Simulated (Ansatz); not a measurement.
Two shapes of singlet CF₂.

Shape 1:

```xyz
3

C     0.0013    0.0215   -0.6362
F     0.0176    0.9786    0.1847
F     0.0028   -1.0591    0.1617
```

Shape 2:

```xyz
3

C     0.0000    0.0000   -0.5438
F     0.0000    0.9419    0.1813
F     0.0000   -0.9419    0.1813
```

Basis set: cc-pVDZ (spherical functions). Left uncorrelated: 3 orbitals. Charge 0, multiplicity 1.

Computed with Ansatz (development build ahead of 0.2.0); each method stands on the lowest determinant of its kind that the runs found.

Problem. Which shape is lower in energy, and by how much in each method?

Solution.

```tsv
method	E(2) − E(1) (eV)
RHF	0.567
RHF-MP2	0.909
```

Shape 1 is lower. Caution: no unrestricted run beside it, a lower state can exist.
